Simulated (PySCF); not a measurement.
C5H12N (doublet state).
Z-matrix (Å and degrees, GFN2-xTB geometry), rows numbered from 1:
```
C 
C   1  1.4844
C   2  1.4867  1  118.80
C   2  1.4947  1  118.31  3   163.94
C   4  1.5373  2  113.17  1   154.18
N   4  1.4739  2  109.16  1   -80.14
H   1  1.0900  2  111.06  3    39.08
H   1  1.0970  2  111.04  3   -80.31
H   1  1.0887  2  111.07  3   160.73
H   3  1.0976  2  111.67  1    95.90
H   3  1.0879  2  110.39  1   -23.55
H   3  1.0905  2  111.72  1  -144.35
H   4  1.0987  2  108.35  1    34.07
H   5  1.0883  4  110.72  2    66.93
H   5  1.0891  4  109.90  2  -173.53
H   5  1.0872  4  110.49  2   -53.81
H   6  1.0153  4  109.44  2   -64.41
H   6  1.0155  4  109.87  2   177.79
```

The hyperfine couplings belong to this conformer and change with its torsions.

Identity: `C[C](C)[C@@H](C)N` [radical].

Method used: UKS B3LYP, pcH-1 on C H N, non-relativistic, mean-field spin-orbit, GIAO in PySCF 2.14.0. Isolated species at its GFN2-xTB geometry (one conformer only). GFN2-xTB frequencies show an imaginary mode (39i cm⁻¹), so this geometry is no minimum at that level. A GFN2-xTB geometry isn't a minimum of the functional, and hyperfine couplings can be far from their values at a DFT geometry. No stability test was run, so a lower SCF solution isn't excluded.

(1) The isotropic 13C couplings, averaged over equivalent nuclei, are +111.5, -31.6, -22.9, +8.2 MHz. Assign them to C1/C3; C2; C4; C5.

(2) Match the computed a_iso(1H) values +69.6, +22.3, +7.7, +0.6 MHz (means over equivalent nuclei) with the sites H7 (×6); H13; H14/H15/H16; H17/H18.

Answers

(1) 
| site | a_iso (MHz) | ρ(0) (bohr⁻³) | position | distance from C2 (Å) | spin population | largest \|T\| (MHz) |
| --- | --- | --- | --- | --- | --- | --- |
| C1/C3 | -31.6 | -0.0281 | 1 bond from C2 | 1.49 | -0.08 | 2.7 |
| C2 | +111.5 | +0.0992 | largest spin population | 0.00 | +0.98 | 161.7 |
| C4 | -22.9 | -0.0203 | 1 bond from C2 | 1.49 | -0.06 | 2.2 |
| C5 | +8.2 | +0.0073 | 2 bonds from C2 | 2.53 | +0.01 | 3.2 |

(2) 
```tsv
site	a_iso (MHz)	ρ(0) (bohr⁻³)	position	distance from C2 (Å)	bound to	spin population there	largest |T| (MHz)
H7 (×6)	+69.6	+0.0156	β, 2 bonds from C2	2.14	C1/C3	-0.08	8.8
H13	+22.3	+0.0050	β, 2 bonds from C2	2.12	C4	-0.06	9.9
H14/H15/H16	+0.6	+0.0001	γ, 3 bonds from C2	3.02	C5	+0.01	4.9
H17/H18	+7.7	+0.0017	γ, 3 bonds from C2	2.98	N6	+0.03	6.2
```

ρ(0) is the spin density at the nucleus and T the dipolar tensor; entries for several nuclei are means. Largest spin populations (Mulliken): C2 (+0.98), C1 (-0.08), C3 (-0.08) and H8 (+0.07). C2 is the only atom above +0.15. The positive populations add up to 1.23 and the negative ones to -0.23, together 2S = 1. The angles at C2 add up to 358.0°, so it is nearly planar.

β density exceeds α density at some nuclei, such as C1/C3 (-0.0281) and C4 (-0.0203), spin density in bohr⁻³. In a single determinant that takes different orbitals for the two spins, that is spin polarisation.

Class means assume fast exchange of nuclei equivalent by connectivity; if that motion is slow, each nucleus keeps its own coupling. The six 1H nuclei of mean +69.6 MHz run from 12.3 to 143.6 MHz in the frozen geometry. The 1H value of +7.7 MHz is a mean of couplings from -3.2 to 18.5 MHz in this one geometry, not an average over conformers.

Hardware: one thread of an Arm Neoverse V2, shared host with 96 logical CPUs at a one-minute load of 37. Cost: 52 s (with the writing of density and orbital grids), 0.97 GiB resident at most.
